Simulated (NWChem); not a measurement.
# B3LYP/6-31G(d) (spherical functions) run of ClF (chlorine monofluoride), part 2 of 2

NWChem 7.3.0. Earlier steps stand in the parts before.

## (3) The distorted shape: a single-point energy at B3LYP/6-31G(d) (spherical functions)

Input file nw.nw:

```
start nw
title "ClF energy"
memory total 2200 mb
charge 0
geometry units angstroms noautosym nocenter noautoz
 F     0.000000    0.000000   -0.454640
 Cl    0.000000    0.000000    1.650960
end
basis spherical bse
 * library 6-31G*
end
dft
 xc b3lyp
 grid xfine
 convergence energy 1e-08
 maxiter 100
 mulliken
end
task dft energy
```

On the command line:

```console
nwchem nw.nw > nw.out
```

Log:

```text
Northwest Computational Chemistry Package (NWChem) 7.3.0
             --------------------------------------------------------

           Job information
           ---------------

    nwchem branch   = 7.3.0
    use scalapack   = T
    input           = nw.nw
    prefix          = nw.
    data base       = ./nw.db
    status          = startup
    nproc           =        1

           Memory information
           ------------------

    heap     =     72089600 doubles =      550.0 Mbytes
    stack    =     72089597 doubles =      550.0 Mbytes
    global   =    144179200 doubles =     1100.0 Mbytes (distinct from heap & stack)
    total    =    288358397 doubles =     2200.0 Mbytes
    verify   = yes
    hardfail = no

           Directory information
           ---------------------

  0 permanent = .
  0 scratch   = .

                                NWChem Input Module
                                -------------------

                                    ClF energy
                                    ----------

 Scaling coordinates for geometry "geometry" by  1.889725989
 (inverse scale =  0.529177249)

                             Geometry "geometry" -> ""
                             -------------------------

 Output coordinates in angstroms (scale by  1.889725989 to convert to a.u.)

  No.       Tag          Charge          X              Y              Z
 ---- ---------------- ---------- -------------- -------------- --------------
    1 F                    9.0000     0.00000000     0.00000000    -0.45464000
    2 Cl                  17.0000     0.00000000     0.00000000     1.65096000

      Atomic Mass
      -----------

      F                 18.998400
      Cl                34.968850

 Effective nuclear repulsion energy (a.u.)      38.4518042824

            Nuclear Dipole moment (a.u.)
            ----------------------------
        X                 Y               Z
 ---------------- ---------------- ----------------
     0.0000000000     0.0000000000    45.3053490968

            XYZ format geometry
            -------------------
     2
 geometry
 F                     0.00000000     0.00000000    -0.45464000
 Cl                    0.00000000     0.00000000     1.65096000

 Summary of "ao basis" -> "" (spherical)
 ------------------------------------------------------------------------------
       Tag                 Description            Shells   Functions and Types
 ---------------- ------------------------------  ------  ---------------------
 *                           6-31G*                   on all atoms

                                 NWChem DFT Module
                                 -----------------

                                    ClF energy

                      Basis "ao basis" -> "ao basis" (spherical)
                      -----
  [basis functions not shown]

 Summary of "ao basis" -> "ao basis" (spherical)
 ------------------------------------------------------------------------------
       Tag                 Description            Shells   Functions and Types
 ---------------- ------------------------------  ------  ---------------------
 F                           6-31G*                  6       14   3s2p1d
 Cl                          6-31G*                  8       18   4s3p1d

 Summary of "ao basis" -> "ao basis" (spherical)
 ------------------------------------------------------------------------------
       Tag                 Description            Shells   Functions and Types
 ---------------- ------------------------------  ------  ---------------------
 F                           6-31G*                  6       14   3s2p1d
 Cl                          6-31G*                  8       18   4s3p1d

  Caching 1-el integrals
  itol2e modified to match energy
  convergence criterion.
  tol_rho modified to match energy
  convergence criterion.

            General Information
            -------------------
          SCF calculation type: DFT
          Wavefunction type:  closed shell.
          No. of atoms     :     2
          No. of electrons :    26
           Alpha electrons :    13
            Beta electrons :    13
          Charge           :     0
          Spin multiplicity:     1
          Use of symmetry is: off; symmetry adaption is: off
          Maximum number of iterations: 100
          AO basis - number of functions:    32
                     number of shells:    14
          Convergence on energy requested:  1.00D-08
          Convergence on density requested:  1.00D-05
          Convergence on gradient requested:  5.00D-04

              XC Information
              --------------
                         B3LYP Method XC Potential
                     Hartree-Fock (Exact) Exchange  0.200
                        Slater Exchange Functional  0.800 local
                    Becke 1988 Exchange Functional  0.720 non-local
              Lee-Yang-Parr Correlation Functional  0.810
                  VWN I RPA Correlation Functional  0.190 local

             Grid Information
             ----------------
          Grid used for XC integration:  xfine
          Radial quadrature: Mura-Knowles
          Angular quadrature: Lebedev.
          Tag              B.-S. Rad. Rad. Pts. Rad. Cut. Ang. Pts.
          ---              ---------- --------- --------- ---------
          F                   0.50      100           7.0      1454
          Cl                  1.00      125           6.0      1454
          Grid pruning is: on
          Number of quadrature shells:   225
          Spatial weights used:  Erf1

          Convergence Information
[... 1 line left out ...]
          Convergence aids based upon iterative change in
          total energy or number of iterations.
[... 52 lines left out ...]
   convergence    iter        energy       DeltaE   RMS-Dens  Diis-err    time
[... 11 lines left out ...]
         Total DFT energy =     -559.889599187357
      One electron energy =     -850.797688114053
           Coulomb energy =      291.020727834434
    Exchange-Corr. energy =      -38.564443190106
 Nuclear repulsion energy =       38.451804282368
[... 5 lines left out ...]
                       DFT Final Molecular Orbital Analysis
[... 150 lines left out ...]
 Vector   21  Occ=0.000000D+00  E= 7.733054D-01
              MO Center= -3.6D-11,  1.7D-11,  1.6D+00, r^2= 8.0D-01
   Bfn.  Coefficient  Atom+Function         Bfn.  Coefficient  Atom+Function
  ----- ------------  ---------------      ----- ------------  ---------------
    29      0.689613  2 Cl d -1              31      0.689585  2 Cl d  1
     3     -0.128464  1 F  px                 4      0.128469  1 F  py
     7      0.116697  1 F  px                 8     -0.116702  1 F  py
    11     -0.043688  1 F  d -1              13     -0.043686  1 F  d  1

 Vector   22  Occ=0.000000D+00  E= 8.117265D-01
              MO Center= -1.3D-11, -7.1D-12,  1.7D+00, r^2= 6.5D-01
   Bfn.  Coefficient  Atom+Function         Bfn.  Coefficient  Atom+Function
  ----- ------------  ---------------      ----- ------------  ---------------
    28      0.999958  2 Cl d -2

 Vector   23  Occ=0.000000D+00  E= 8.117265D-01
              MO Center= -1.5D-11, -7.0D-12,  1.7D+00, r^2= 6.5D-01
   Bfn.  Coefficient  Atom+Function         Bfn.  Coefficient  Atom+Function
  ----- ------------  ---------------      ----- ------------  ---------------
    32      0.999958  2 Cl d  2

 Vector   24  Occ=0.000000D+00  E= 1.198644D+00
              MO Center= -5.7D-10, -5.8D-10, -3.8D-01, r^2= 1.2D+00
   Bfn.  Coefficient  Atom+Function         Bfn.  Coefficient  Atom+Function
  ----- ------------  ---------------      ----- ------------  ---------------
     8      0.767864  1 F  py                 7      0.736988  1 F  px
     4     -0.658749  1 F  py                 3     -0.632260  1 F  px
    26     -0.151479  2 Cl py                29      0.149580  2 Cl d -1
[... 4 lines of this table left out ...]
              MO Center= -2.5D-10,  2.1D-10, -3.8D-01, r^2= 1.2D+00
   Bfn.  Coefficient  Atom+Function         Bfn.  Coefficient  Atom+Function
  ----- ------------  ---------------      ----- ------------  ---------------
     7      0.767864  1 F  px                 8     -0.736988  1 F  py
     3     -0.658749  1 F  px                 4      0.632260  1 F  py
    25     -0.151479  2 Cl px                31     -0.149580  2 Cl d  1
[... 4 lines of this table left out ...]
              MO Center=  1.2D-09,  6.3D-10, -8.8D-01, r^2= 7.5D-01
   Bfn.  Coefficient  Atom+Function         Bfn.  Coefficient  Atom+Function
  ----- ------------  ---------------      ----- ------------  ---------------
     9      0.932087  1 F  pz                 5     -0.782702  1 F  pz
     2      0.754987  1 F  s                  6     -0.712349  1 F  s
    30     -0.192827  2 Cl d  0              23      0.140418  2 Cl pz
[... 4 lines of this table left out ...]
              MO Center= -3.0D-10, -1.7D-10, -8.3D-02, r^2= 1.3D+00
   Bfn.  Coefficient  Atom+Function         Bfn.  Coefficient  Atom+Function
  ----- ------------  ---------------      ----- ------------  ---------------
     6      1.416630  1 F  s                  2     -1.215445  1 F  s
     9      0.651629  1 F  pz                24     -0.546597  2 Cl s
    27      0.520770  2 Cl pz                12     -0.412671  1 F  d  0
[... 4 lines of this table left out ...]
              MO Center=  2.8D-10,  1.4D-10, -4.2D-01, r^2= 6.9D-01
   Bfn.  Coefficient  Atom+Function         Bfn.  Coefficient  Atom+Function
  ----- ------------  ---------------      ----- ------------  ---------------
    11      0.953661  1 F  d -1              13      0.303478  1 F  d  1
    26     -0.107146  2 Cl py                29      0.087465  2 Cl d -1
    22      0.045534  2 Cl py                 8      0.034207  1 F  py
    25      0.034096  2 Cl px                31      0.027834  2 Cl d  1
     4     -0.025410  1 F  py

 Vector   29  Occ=0.000000D+00  E= 1.838717D+00
              MO Center=  6.5D-10,  2.3D-10, -4.2D-01, r^2= 6.9D-01
   Bfn.  Coefficient  Atom+Function         Bfn.  Coefficient  Atom+Function
  ----- ------------  ---------------      ----- ------------  ---------------
    13      0.953661  1 F  d  1              11     -0.303478  1 F  d -1
    25      0.107146  2 Cl px                31      0.087465  2 Cl d  1
    21     -0.045534  2 Cl px                 7     -0.034207  1 F  px
    26      0.034096  2 Cl py                29     -0.027834  2 Cl d -1
     3      0.025410  1 F  px

 Vector   30  Occ=0.000000D+00  E= 1.852450D+00
              MO Center= -3.1D-10, -1.3D-10, -4.5D-01, r^2= 6.1D-01
   Bfn.  Coefficient  Atom+Function         Bfn.  Coefficient  Atom+Function
  ----- ------------  ---------------      ----- ------------  ---------------
    14      0.999976  1 F  d  2

 Vector   31  Occ=0.000000D+00  E= 1.852450D+00
              MO Center= -3.0D-10, -1.3D-10, -4.5D-01, r^2= 6.1D-01
   Bfn.  Coefficient  Atom+Function         Bfn.  Coefficient  Atom+Function
  ----- ------------  ---------------      ----- ------------  ---------------
    10      0.999976  1 F  d -2

 Vector   32  Occ=0.000000D+00  E= 1.948150D+00
              MO Center= -5.1D-10, -2.1D-10, -8.1D-02, r^2= 9.5D-01
   Bfn.  Coefficient  Atom+Function         Bfn.  Coefficient  Atom+Function
  ----- ------------  ---------------      ----- ------------  ---------------
    12      0.913235  1 F  d  0               6      0.655670  1 F  s
     2     -0.529400  1 F  s                  9      0.452210  1 F  pz
    30     -0.362724  2 Cl d  0              24     -0.358088  2 Cl s
    27      0.274676  2 Cl pz                 5     -0.260635  1 F  pz
    20      0.156183  2 Cl s                 23      0.076044  2 Cl pz

     ---------------------------------------------
      Total Density - Mulliken Population Analysis
     ---------------------------------------------

    Atom       Charge   Shell Charges
 -----------   ------   -------------------------------------------------------
    1 F    9     9.19   2.00  0.97  3.17  1.03  2.01  0.00
    2 Cl  17    16.81   2.00  2.00  5.97  1.49  3.38  0.50  1.47  0.01

     -------------------------------------------
      Total Density - Lowdin Population Analysis
     -------------------------------------------

    Atom       Charge   Shell Charges
 -----------   ------   -------------------------------------------------------
    1 F    9     9.15   2.00  0.98  3.07  0.99  2.12  0.01
    2 Cl  17    16.85   2.00  2.00  5.90  1.26  3.16  0.73  1.79  0.01

 center of mass
 --------------
 x =   0.00000000 y =   0.00000000 z =   1.71910939

 moments of inertia (a.u.)
 ------------------
         194.902542473747           0.000000000000           0.000000000000
           0.000000000000         194.902542473747           0.000000000000
           0.000000000000           0.000000000000           0.000000000000

     Multipole analysis of the density
     ---------------------------------

     L   x y z        total         alpha         beta         nuclear
     -   - - -        -----         -----         ----         -------
     0   0 0 0     -0.000000    -13.000000    -13.000000     26.000000

     1   1 0 0     -0.000000     -0.000000     -0.000000      0.000000
[... 8 lines of this table left out ...]
     2   0 0 2     -9.313730    -90.713532    -90.713532    172.113335

 Task  times  cpu:        2.5s     wall:        2.5s
 Total times  cpu:        2.5s     wall:        2.5s
```

It took 3.3 s on 1 thread of Intel Xeon Platinum 8375C at 2.90GHz (Ice Lake), shared host; peak memory 0.11 GiB.

## (4) What came out

This closing draws on all 2 parts.

At B3LYP/6-31G* (spherical functions):

| quantity | value |
| --- | --- |
| first shape: total energy | -559.93718 Eh |
| first shape: dipole moment | 0.89 D |
| first shape: HOMO energy | -8.80 eV |
| first shape: LUMO energy | -2.81 eV |
| first shape: HOMO–LUMO gap | 5.98 eV |
| first shape: largest force on an atom | 1.384 eV/Å |
| distorted shape: total energy | -559.88960 Eh |
| distorted shape: dipole moment | 1.45 D |
| distorted shape: HOMO energy | -9.85 eV |
| distorted shape: LUMO energy | -6.66 eV |
| distorted shape: HOMO–LUMO gap | 3.19 eV |
| energy change with the F1–Cl2 bond stretched from 1.620 to 2.106 Å | 1.295 eV |

**Reading.** With the F1–Cl2 bond stretched from 1.620 to 2.106 Å the energy rises by 1.29 eV (125 kJ/mol). The first shape isn't relaxed at this level, so the change isn't measured from a minimum. The largest force (first shape) is 1.38 eV/Å: the shape isn't a stationary point for this species at this level. Experiment gives 0.88 D for the dipole moment (NIST CCCBDB), so the computed value is 0.01 D (1.5 %) too high.
